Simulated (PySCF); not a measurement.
C₃H₄ClF.
Numbering: `[F:1]/[CH:2]=[CH:3]/[CH2:4][Cl:5]`

Cartesian coordinates in Å at the GFN2-xTB level; atoms count from 1:
```
atom  x, y, z in Å
F1     2.5760   -0.0430    0.1504
C2     1.3070    0.3806    0.1557
C3     0.3086   -0.4094   -0.1964
C4    -1.1075    0.0305   -0.1862
Cl5   -1.9660   -0.7549    1.1900
H6     1.2258    1.4154    0.4568
H7     0.5062   -1.4358   -0.4677
H8    -1.2019    1.1056   -0.0415
H9    -1.6346   -0.2830   -1.0863
```

Theory: delta-SCF UKS SCAN, pcX-2 on the ionised atom, pcseg-1 elsewhere, spin-free X2C (PySCF 2.14.0). Binding energies are ΔSCF values: E(core-ionised, relaxed orbitals) − E(ground state) at a fixed geometry, referred to the vacuum level.

Some binding energies are withheld.

```tsv
atom(s)	bonded to	level	binding energy (eV)
C2	F, C (double bond) and H	C 1s	293.22
C3	C (double bond), C and H	C 1s	?
C4	Cl, C and 2 H	C 1s	?
F1	C	F 1s	693.36
Cl5	C	Cl 1s	?
Cl5	C	Cl 2p3/2	205.81
```

Fill in Cl 1s for Cl5.

2828.40 eV (alkyl chlorine).

What is the C 1s binding energy of C4?

292.79 eV (sp3 C–Cl carbon). The other listed C 1s value is that of C2; the shift against it is -0.43 eV.

What is the C 1s binding energy of C3?

291.16 eV (alkene CH carbon). The other listed C 1s value is that of C2; the shift against it is -2.06 eV.

Lowest listed C 1s: C3, bonded to C (double bond), C and H. Highest, 2.06 eV above it: C2, bonded to F, C (double bond) and H. Summing the Pauling electronegativity differences to the bonded atoms, each weighted by its formal bond order, gives -0.35 for the lowest site and +1.08 for the highest; no listed site has a larger sum than the highest.

Express the binding energy of F 1s of F1 in atomic units and per mole.

693.36 eV = 25.4805 Eh = 66899 kJ/mol.

The 2p values aren't plain energy differences: one relaxed spin-free 2p hole is combined with a matrix within the shell (ground-state 2p orbital-energy differences and spin–orbit coupling). 2p3/2, the mean of its two sublevels, lies a third of the splitting below the shell's mean and 2p1/2 two thirds above it; the statistical areas are 2:1. 2p1/2 minus 2p3/2 (ligand field included): Cl 1.65 eV. The structure is a single GFN2-xTB conformer in the gas phase; no vibrational or solvent corrections.

The run took 54 s of wall time on one thread of an Arm Neoverse N1, no GPU, on a shared host, and the process peaked at 0.46 GiB of memory.
